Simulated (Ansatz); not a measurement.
## What a trial cell of Ir relaxes into

These are results of Ansatz 0.2.0, DFT PBEsol, scalar-relativistic, plane waves, PAW, not measurements. Cutoff 420 eV, Γ-centred k mesh, Gaussian smearing, no spin polarisation in the final step.

A relaxed cell is given with its space group left out.

```xyz
4
Lattice="2.7112 0.0000 0.0000 -1.3556 2.3479 0.0000 0.0000 0.0000 8.8446" Properties=species:S:1:pos:R:3 pbc="T T T"
Ir    0.0000    0.0000    0.0000
Ir    0.0000    0.0000    4.4223
Ir    0.0000    1.5653    6.6335
Ir    1.3556    0.7826    2.2112
```

Energies count from the standard state of Ir at the same level.

**Question.** What space group does it have?

**Answer.** P6_3/mmc (No. 194). Conventional cell: a = 2.711 Å, c = 8.845 Å. Ir on Wyckoff site a (2 atoms of the primitive cell) has 12 Ir at 2.71 Å; Ir on Wyckoff site d (2 atoms of the primitive cell) has 12 Ir at 2.71 Å.

**Question.** How far above the standard state of Ir does it lie?

**Answer.** 0.04 eV/atom.

**Question.** Is it a metal?

**Answer.** Yes, bands cross the Fermi level on the 21×21×6 mesh.

The final run used a 21×21×6 mesh on its 4-atom cell and 0.10 eV smearing. For metals, differences of a few meV/atom aren't resolved. Spin–orbit coupling is left out. The cell came from a trial start, so Ir may not exist in this structure.